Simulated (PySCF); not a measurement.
# Worked example: dipole moment from atomic charges

methanol (CH₄O), SMILES CO. Atoms are numbered in the order given.

```xyz
6

C     -0.0202     0.6654     0.0000
O      0.1222    -0.7482     0.0000
H     -0.5443     1.0284     0.8912
H      0.9857     1.0830     0.0000
H     -0.5443     1.0284    -0.8912
H     -0.7535    -1.1467     0.0000
```

Geometry optimised at B3LYP-D3(BJ)/def2-TZVP.

Charges (e) from B3LYP/def2-TZVPD run with PySCF:

```csv
atom,ESP fit,IAO
C1,0.055,-0.190
O2,-0.583,-0.572
H3,0.025,0.125
H4,0.092,0.155
H5,0.025,0.125
H6,0.387,0.358
```

The dipole moment of the full density is 1.66 D.

Task: What dipole moment does each set of point charges give, and which comes closer to that of the density?

Result: 
μ = Σ q r, and 1 e Å = 4.8032 D.
ESP fit: Σ q r = (-0.300, 0.180, 0.000) e Å, |μ| = 1.68 D.
IAO: Σ q r = (-0.319, 0.316, 0.000) e Å, |μ| = 2.16 D.
ESP fit comes closer in size. Point charges leave out the atoms' own dipoles (lone pairs, polarised bonds); fits to the potential absorb them, partitions of the density don't.
